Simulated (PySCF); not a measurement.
## Ionisation energy of N by level of theory

N [He] 2s2 2p3 [2p1/2^2 2p3/2^1, M_J = 3/2] → N⁺ [He] 2s2 2p2 [2p1/2^2, M_J = 0], as a difference of total energies. All numbers are calculated (PySCF 2.14, the two-component X2C-1e Hamiltonian, in x2c-QZVPPall-2c). Correlated levels: 1s2 frozen; the 2 highest virtual spinors dropped. "Screened" scales the spin-orbit matrix elements by Boettger's factors to mimic the two-electron term; Breit and QED terms are absent.

```json
{"method": "GHF (spin-free)", "ionisation energy (eV)": "13.969", "error (eV)": "-0.565"}
{"method": "GMP2 (spin-free)", "ionisation energy (eV)": "14.609", "error (eV)": "+0.075"}
{"method": "GHF (screened spin-orbit)", "ionisation energy (eV)": "13.962", "error (eV)": "-0.572"}
{"method": "GMP2 (screened spin-orbit)", "ionisation energy (eV)": "14.602", "error (eV)": "+0.068"}
```

Reference: 14.534 eV (measured; NIST Atomic Spectra Database, ionization energies).

Errors of the correlated levels include the incompleteness of this basis and the frozen core.

The labels give the starting determinants; with spin-orbit coupling the two ends relaxed to ⟨J²⟩ = 3.76, ⟨L²⟩ = 0.00, ⟨S²⟩ = 3.76 and ⟨J²⟩ = 2.00, ⟨L²⟩ = 2.00, ⟨S²⟩ = 2.00.

The determinant of N⁺ mixes levels of different J (the jj label is only the starting occupation), so the difference between spin-free and spin-orbit rows is not the physical spin-orbit shift.
